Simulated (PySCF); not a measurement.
Symmetry of computed structures. Computed with PySCF 2.14.0, PBE0-D3(BJ)/def2-SVP geometry optimisation, gas phase. The symmetry is that of the one conformer found, every atom within 0.08 Å of its image; none is proved a minimum here. The geometries of the anions come from a basis without diffuse functions.

**Question.** `[CH2:1]=[CH:2][S-:3]` (charge -1): symmetry, top, dipole?

**Answer.** Cs; near-prolate asymmetric top; symmetry number 1; 2 operations, which sort the 6 atoms into 6 sets; dipole about the centre of mass 1.35 D, in the ab plane, which is the mirror; heavy atoms equivalent by symmetry: none.

**Question.** `[CH3:1][N:2]([CH3:3])[SiH2:4][N:5]([CH3:6])[CH3:7]` with C1–N2–Si4–N5 -51°, N2–Si4–N5–C6 141°, H–C1–N2–C3 -58° (nearest H), H–C3–N2–C1 58° (nearest H), H–C6–N5–Si4 -13° (nearest H): symmetry, top, dipole?

**Answer.** C2; near-prolate asymmetric top; symmetry number 2; 2 operations, which sort the 21 atoms into 11 sets; this conformer is chiral (no improper operation); dipole 0.85 D, along b, the twofold axis; A, B, C = 3671, 1250, 1181 MHz.

**Question.** Point group, rotor type and polarity of `[N:1]#[C:2][C:3]1=[CH:4][CH2:5][N:6]([O:7])[CH2:8]1` (doublet state)?

**Answer.** Cs; near-prolate asymmetric top; symmetry number 1; 2 operations, which sort the 13 atoms into 11 sets; dipole 2.58 D, in the ab plane, which is the mirror; A, B, C = 6142, 1295, 1084 MHz; heavy atoms equivalent by symmetry: none.

**Question.** `FC(F)(F)F`: symmetry, top, dipole?

**Answer.** Td; spherical top; symmetry number 12; 24 operations, which sort the 5 atoms into 2 sets; dipole forbidden by symmetry (computed 0.00 D).

**Question.** `[NH2][Al]([Cl])[Cl]` (AlCl2(NH2)): symmetry, top, dipole?

**Answer.** C2v; asymmetric top; symmetry number 2; 4 operations, which sort the 6 atoms into 4 sets; dipole 2.61 D, along b, the twofold axis; A, B, C = 4446, 2196, 1470 MHz.
